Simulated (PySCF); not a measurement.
A geometry optimisation on `FP(F)(F)(F)F` (phosphorus pentafluoride).

Method: PBE0-D3(BJ)/def2-SVP geometry optimisation, gas phase (PySCF 2.14.0). Start geometry: GFN2-xTB. The command runs a driver script over a list of jobs; the input below is this job's line of settings and its coordinates in Å.

Command:
```bash
OMP_NUM_THREADS=1 python probes_run.py task.json out
```

Input:
```
{"job": {"xc": "PBE0", "basis": "def2-SVP", "d3": "d3bj", "grid": 1, "shake": 0.01, "kind": "geom"}, "charge": 0, "multiplicity": 1}
F      1.599560     0.107220    -0.121050
P     -0.005200    -0.004200    -0.006280
F     -0.169510     1.523200    -0.300600
F      0.186750    -0.495750     1.461500
F     -0.005140    -1.032260    -1.189370
F     -1.582300    -0.128230     0.111140
```

Output:
```
step   0  E = -839.59449118  max force = 0.017103
step   1  E = -839.59224703  max force = 0.023480
step   2  E = -839.59299871  max force = 0.013435
step   3  E = -839.59454100  max force = 0.011825
step   4  E = -839.59460128  max force = 0.006307
step   5  E = -839.59505963  max force = 0.002356
step   6  E = -839.59489943  max force = 0.005163
step   7  E = -839.59507741  max force = 0.002346
step   8  E = -839.59512346  max force = 0.000967
step   9  E = -839.59515592  max force = 0.000905
step  10  E = -839.59518632  max force = 0.000688
step  11  E = -839.59520416  max force = 0.000700
step  12  E = -839.59520701  max force = 0.000415
step  13  E = -839.59520863  max force = 0.000269
optimisation converged
```

Energies in Eh; «max force» is the largest Cartesian gradient component in Eh/bohr.

Question: Give the first gradient maximum in eV/Å.

Answer: With 1 Eh/bohr = 51.422 eV/Å, 0.879 eV/Å.

Question: How much energy does the optimisation release, in kJ/mol?

Answer: E(step 0) − E(last step) = 0.000717 Eh, which is 1.9 kJ/mol.

In short: final energy -839.59521 Eh after 13 steps; dipole 0.00 D.

Question: Where do the atoms end?

Answer: 0.019 Å rms from the input after alignment:
```
atom  x, y, z in Å
F1     0.6422   -0.5738   -1.3522
P2     0.0032   -0.0053   -0.0075
F3     1.1101    1.1043    0.0491
F4     0.2439   -1.3887    0.6915
F5    -1.3442    0.2681   -0.7626
F6    -0.6358    0.5639    1.3371
```

Question: How long does this job take on Arm Neoverse V1, one thread, shared host? And the peak memory of the process?

Answer: About 32 s, with 0.37 GiB resident at the peak, the Python interpreter and its libraries included.
Labels such as C1 count atoms from 1, the log's own numbers from 0.
